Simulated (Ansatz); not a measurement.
Si, singlet; PBE/aug-cc-pVDZ (Ansatz, a first-principles code).

Here is a job for Ansatz.
Ansatz 0.2 input:
```yaml
crystal:
  periodic: [false, false, false]
  atoms:
    - {symbol: Si, position_ang: [0.00000000, 0.00000000, 0.00000000]}
basis:
  gaussian:
    orbitals: aug-cc-pVDZ
hamiltonian:
  xc: pbe
```

Problem. Write the output that Ansatz gives for this input, abridged.

Solution. 
```
Functional definition: PBE
232 factors; their error is unknown
mean field evaluation 1: about -7868.6978 eV, gradient 4.6e0 eV
mean field evaluation 2: about -7868.7266 eV, gradient 4.6e0 eV
mean field evaluation 4: about -7868.7998 eV, gradient 2.8e0 eV
mean field evaluation 8: about -7868.7998 eV, gradient 2.8e0 eV
mean field evaluation 16: about -7868.8458 eV, gradient 3.7e-4 eV
mean field evaluation 32: about -7868.6813 eV, gradient 4.7e0 eV
mean field -7868.81382268 eV, -289.1735743101 hartree, gradient 2.0e-5 eV, S^2 0.000000; 3 other end points of the search recorded, 0 dependent functions left out
reference -7868.81386070 eV, -289.1735757070 hartree; 7, 7 occupied and 20, 20 virtual orbitals, 232 factors
Total energy: -7868.81386070 eV, -289.1735757070 hartree
```
